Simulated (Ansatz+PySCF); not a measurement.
A calculation with Ansatz (development build ahead of 0.2.0).

```yaml
crystal:
  periodic: [false, false, false]
  atoms:
    - { symbol: Na, position_ang: [0.0, 0.0, 0.0] }
    - { symbol: Cl, position_ang: [1.66666, 2.22222, 4.81124] }
basis:
  gaussian: { orbitals: STO-3G }
magnetization:
  spin_polarized: true
hamiltonian:
  xc: hf
correlation:
  method: ccsd_t
  frozen_orbitals: { Cl: 5, Na: 1 }
scf:
  omitted_lower_state_checks: [stability, starts, atomic_configurations, cluster_reference, orbital_swaps, given_window_search, neighbouring_geometries, increment]
```

The input is written out in the form of the current development build from the run's settings.

Output:

```json
{
  "Converged": "yes",
  "Reference energy": "-614.36030 hartree",
  "CCSD correlation energy": "-0.03911 hartree",
  "Triples correction": "-0.00164 hartree",
  "Total energy": "-614.40105 hartree",
  "Spin squared of the determinant": "0.000",
  "T1 diagnostic": "0.004",
  "Largest doubles amplitude": "0.03",
  "Occupied orbitals by symmetry in an Abelian subgroup (alpha; beta)": "8 A1 3 B1 3 B2; 8 A1 3 B1 3 B2"
}
```
